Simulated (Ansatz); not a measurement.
# C2H5Si+: functionals against CCSD(T) at one geometry

The task here is to estimate one member of a computed series from the others.

Method: single points in def2-TZVPP; program: Ansatz 0.2.0, Gaussian basis.

Correlated methods freeze the cores.

## The system as given

SMILES `[CH2+]C=[SiH2]`, 8 atoms, charge 1, spin multiplicity 1.

Atoms are counted from 1 here; the program's logs count them from 0.

Bond lengths: C1–C2 1.287 Å, C1–H4 0.957 Å, C1–H5 1.231 Å, C2–Si3 2.001 Å, C2–H6 0.942 Å, Si3–H7 1.632 Å, Si3–H8 0.992 Å. Angles: C2–C1–H4 131.0°, C2–C1–H5 117.3°, H4–C1–H5 111.5°, C1–C2–Si3 114.6°, C1–C2–H6 109.7°, Si3–C2–H6 135.7°, C2–Si3–H7 107.3°, C2–Si3–H8 129.6°, H7–Si3–H8 122.3°.

Coordinates:

```xyz
8
C2H5Si
C    -0.8430    0.7642   -0.7300
C     0.0838    0.5360    0.1335
Si    0.5182   -1.3996    0.3988
H    -1.3494    0.1666   -1.2801
H    -1.2473    1.9229   -0.8317
H     0.3716    1.3495    0.5122
H     1.7292   -1.4806    1.4896
H     0.0332   -2.2053    0.0835
```

The first run:

File run/in.yaml:

```yaml
crystal:
  periodic: [false, false, false]
  atoms:
    - {symbol: C, position_ang: [-0.843000, 0.764200, -0.730000]}
    - {symbol: C, position_ang: [0.083800, 0.536000, 0.133500]}
    - {symbol: Si, position_ang: [0.518200, -1.399600, 0.398800]}
    - {symbol: H, position_ang: [-1.349400, 0.166600, -1.280100]}
    - {symbol: H, position_ang: [-1.247300, 1.922900, -0.831700]}
    - {symbol: H, position_ang: [0.371600, 1.349500, 0.512200]}
    - {symbol: H, position_ang: [1.729200, -1.480600, 1.489600]}
    - {symbol: H, position_ang: [0.033200, -2.205300, 0.083500]}
basis:
  gaussian: {orbitals: def2-TZVPP}
total_charge: 1
correlation: {method: ccsd_t}
output: {forces: true}
```

The command line of these runs was not kept.

Among the steps run: CCSD(T)/def2-TZVPP; PBE0-D4/def2-TZVPP; wB97M-V/def2-TZVPP; r2SCAN-D4/def2-TZVPP; PBE-D4/def2-TZVPP; wB97X-V/def2-TZVPP; BHLYP-D4/def2-TZVPP.

One of the session's tables, all rows but one given; the rest of the session is left out.

```
   method  RMS force component (eV/Å)  angle to CCSD(T) forces (°)
  CCSD(T)                       9.922                    reference
  PBE0-D4                       9.874                          1.2
  wB97M-V                       9.828                          1.2
r2SCAN-D4                           ?                            ?
   PBE-D4                       9.807                          1.0
  wB97X-V                       9.916                          1.2
 BHLYP-D4                       9.868                          1.8
```

Estimate the missing values for r2SCAN-D4.

As computed: RMS force component (eV/Å): 9.862; angle to CCSD(T) forces (°): 0.9. In the column «RMS force component (eV/Å)» it lies between wB97M-V (9.828) and BHLYP-D4 (9.868).
